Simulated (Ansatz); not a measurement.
**Nudged elastic band run: CH5BCl**

Input:

```yaml
crystal:
  periodic: [false, false, false]
  atoms:
    - { symbol: B, position_ang: [0.025011, -0.00374, -0.19956] }
    - { symbol: H, position_ang: [0.126844, -0.029233, 1.001642] }
    - { symbol: Cl, position_ang: [1.541752, 0.023259, -1.097744] }
    - { symbol: C, position_ang: [-1.35507, 0.002335, -0.919407] }
    - { symbol: H, position_ang: [-1.926128, -0.892658, -0.608716] }
    - { symbol: H, position_ang: [-1.949611, 0.860761, -0.554933] }
    - { symbol: H, position_ang: [-1.308792, 0.035527, -2.017255] }
    - { symbol: H, position_ang: [-0.048306, 0.003749, 3.550272] }
magnetization:
  spin_polarized: true
  initial_magnetization: 1
basis:
  gaussian: { orbitals: def2-SVP }
hamiltonian:
  xc: b3lyp
  dispersion: d4
neb:
  order_check: false
  images: 7
  f_tol: 0.03
  max_iterations: 60
  spring: { min: 2.0, max: 10.0 }
  final_atoms:
    - { symbol: B, position_ang: [0.16261742, 0.00922045, -0.56637751] }
    - { symbol: H, position_ang: [0.00333056, -0.00565615, 2.41920998] }
    - { symbol: Cl, position_ang: [1.56595735, -0.00243928, -1.59793008] }
    - { symbol: C, position_ang: [-1.32552139, 0.00789827, -1.00982957] }
    - { symbol: H, position_ang: [-1.81262624, -0.90476722, -0.62061004] }
    - { symbol: H, position_ang: [-1.8574652, 0.85035395, -0.53357598] }
    - { symbol: H, position_ang: [-1.47574217, 0.05463028, -2.1024772] }
    - { symbol: H, position_ang: [-0.15485032, -0.00924028, 3.16588939] }
  initial_path:
    images:
      - { positions_ang: [[0.025011, -0.00374, -0.19956], [0.126844, -0.029233, 1.001642], [1.541752, 0.023259, -1.097744], [-1.35507, 0.002335, -0.919407], [-1.926128, -0.892658, -0.608716], [-1.949611, 0.860761, -0.554933], [-1.308792, 0.035527, -2.017255], [-0.048306, 0.003749, 3.550272]] }
      - { positions_ang: [[0.01882926, -0.00271315, -0.15008451], [0.09617964, -0.0222127, 1.11081546], [1.55845332, 0.01809662, -1.05731254], [-1.36317212, 0.00178293, -0.88903044], [-1.93117834, -0.9022567, -0.59857891], [-1.96009189, 0.86532845, -0.53868354], [-1.27878743, 0.03970396, -1.98511347], [-0.03453244, 0.0022706, 3.26228695]] }
      - { positions_ang: [[0.01264753, -0.00168631, -0.10060903], [0.06551528, -0.0151924, 1.21998893], [1.57515464, 0.01293424, -1.01688109], [-1.37127425, 0.00123086, -0.85865387], [-1.93622869, -0.9118554, -0.58844182], [-1.97057278, 0.8698959, -0.52243408], [-1.24878285, 0.04388092, -1.95297194], [-0.02075889, 0.0007922, 2.9743019]] }
      - { positions_ang: [[0.00646579, -0.00065946, -0.05113354], [0.03485092, -0.00817211, 1.32916239], [1.59185596, 0.00777186, -0.97644963], [-1.37937637, 0.00067879, -0.82827731], [-1.94127903, -0.9214541, -0.57830472], [-1.98105366, 0.87446335, -0.50618462], [-1.21877828, 0.04805787, -1.92083041], [-0.00698533, -0.0006862, 2.68631685]] }
      - { positions_ang: [[0.00028406, 0.00036738, -0.00165806], [0.00418656, -0.00115181, 1.43833586], [1.60855728, 0.00260947, -0.93601818], [-1.38747849, 0.00012672, -0.79790074], [-1.94632938, -0.93105281, -0.56816763], [-1.99153455, 0.8790308, -0.48993516], [-1.18877371, 0.05223483, -1.88868888], [0.00678823, -0.0021646, 2.3983318]] }
      - { positions_ang: [[0.0408674, 0.00258065, -0.14283792], [0.00397256, -0.00227789, 1.68355439], [1.5979073, 0.00134728, -1.10149615], [-1.37198922, 0.00206961, -0.85088295], [-1.91290359, -0.92448141, -0.58127823], [-1.95801721, 0.87186159, -0.50084537], [-1.26051582, 0.05283369, -1.94213596], [-0.03362141, -0.00393352, 2.59022119]] }
      - { positions_ang: [[0.08145074, 0.00479392, -0.28401778], [0.00375856, -0.00340398, 1.92877292], [1.58725731, 8.509e-05, -1.26697413], [-1.35649994, 0.0040125, -0.90386515], [-1.87947781, -0.91791001, -0.59438883], [-1.92449988, 0.86469237, -0.51175557], [-1.33225794, 0.05343256, -1.99558304], [-0.07403105, -0.00570244, 2.78211059]] }
      - { positions_ang: [[0.12203408, 0.00700718, -0.42519764], [0.00354456, -0.00453006, 2.17399145], [1.57660733, -0.00117709, -1.43245211], [-1.34101066, 0.00595538, -0.95684736], [-1.84605203, -0.91133862, -0.60749944], [-1.89098254, 0.85752316, -0.52266577], [-1.40400006, 0.05403142, -2.04903012], [-0.11444069, -0.00747136, 2.97399999]] }
      - { positions_ang: [[0.16261742, 0.00922045, -0.56637751], [0.00333056, -0.00565615, 2.41920998], [1.56595735, -0.00243928, -1.59793008], [-1.32552139, 0.00789827, -1.00982957], [-1.81262624, -0.90476722, -0.62061004], [-1.8574652, 0.85035395, -0.53357598], [-1.47574217, 0.05463028, -2.1024772], [-0.15485032, -0.00924028, 3.16588939]] }
```

Launched with:

```bash
$ ansatz run input.yaml --threads 2 --pin off --max-ram 3072MiB --backend cpu --events-out ev --progress --plain --runs-dir out
```

Output, in part (warnings, iteration lines, the closing report on the highest movable image, with atoms numbered from 0):

```
NEB end point (image 0): max|allowed force component| = 1.973e-2 eV/Å (the criterion of neb.relax_end_points is 1.000e-2)
NEB end point (image 8): max|allowed force component| = 1.719e-2 eV/Å (the criterion of neb.relax_end_points is 1.000e-2)
NEB iter   1: max|band force component| = 2.391e0 eV/Å  barrier→ = 0.4086 eV  barrier← = 0.4167 eV  Δτ_max = 0.2000 Å  (254 SCF iters)
NEB iter   2: max|band force component| = 1.049e0 eV/Å  barrier→ = 0.2919 eV  barrier← = 0.3001 eV  Δτ_max = 0.2000 Å  (222 SCF iters)
NEB iter   3: max|band force component| = 1.214e0 eV/Å  barrier→ = 0.3193 eV  barrier← = 0.3275 eV  Δτ_max = 0.0996 Å  (227 SCF iters)
NEB iter   4: max|band force component| = 3.107e-1 eV/Å  barrier→ = 0.2263 eV  barrier← = 0.2345 eV  CI = image 4  Δτ_max = 0.0902 Å  (228 SCF iters)
NEB iter   5: max|band force component| = 1.959e-1 eV/Å  barrier→ = 0.2285 eV  barrier← = 0.2366 eV  CI = image 4  Δτ_max = 0.0188 Å  (219 SCF iters)
NEB iter   6: max|band force component| = 4.342e-2 eV/Å  barrier→ = 0.2257 eV  barrier← = 0.2339 eV  CI = image 4  Δτ_max = 0.0332 Å  (190 SCF iters)
NEB iter   7: max|band force component| = 2.314e-2 eV/Å  barrier→ = 0.2260 eV  barrier← = 0.2341 eV  CI = image 4  Δτ_max = 0.0000 Å  (399 SCF iters)
Total energy: -14311.21704497 eV, -525.9275259114 hartree
Atom 0 at     0.024547     0.011498    -0.094496 Å, force     0.010179     0.007697    -0.001526 eV/Å
Atom 1 at     0.013902     0.007036     1.446781 Å, force     0.004089    -0.000220    -0.010980 eV/Å
Atom 2 at     1.594308    -0.015612    -0.857924 Å, force    -0.024020    -0.002983     0.014190 eV/Å
Atom 3 at    -1.345611     0.009342    -0.822143 Å, force    -0.012343    -0.000851     0.006735 eV/Å
Atom 4 at    -1.894678    -0.905961    -0.530365 Å, force     0.005772     0.003803    -0.004698 eV/Å
Atom 5 at    -1.964158     0.846381    -0.450423 Å, force     0.006149    -0.005276    -0.004394 eV/Å
Atom 6 at    -1.289470     0.056431    -1.921216 Å, force     0.004486    -0.000621    -0.003133 eV/Å
Atom 7 at    -0.033140    -0.009115     2.384085 Å, force     0.005687    -0.001549     0.003805 eV/Å
Dipole moment:    -0.223118    -0.002867    -0.276696 e Å
```

It converged. The order of the stationary point at the top wasn't checked.

Final band (atoms are numbered from 1 in the order of the input):

| image | path coordinate (Å) | energy (kcal/mol) | B1–H2 (Å) | H2–H8 (Å) |
| --- | --- | --- | --- | --- |
| 0 | 0.00 | 0.0 | 1.21 | 2.55 |
| 1 | 0.64 | 0.5 | 1.21 | 1.86 |
| 2 | 1.01 | 1.8 | 1.23 | 1.45 |
| 3 | 1.23 | 4.0 | 1.34 | 1.15 |
| 4 | 1.41 | 5.2 | 1.54 | 0.94 |
| 5 | 1.63 | 4.4 | 1.79 | 0.83 |
| 6 | 1.89 | 2.5 | 2.04 | 0.79 |
| 7 | 2.28 | 0.7 | 2.37 | 0.77 |
| 8 | 3.01 | -0.2 | 2.99 | 0.76 |

The run took 94 s on 2 threads of Arm Neoverse V1, with other jobs on the host, peak memory 0.17 GiB.
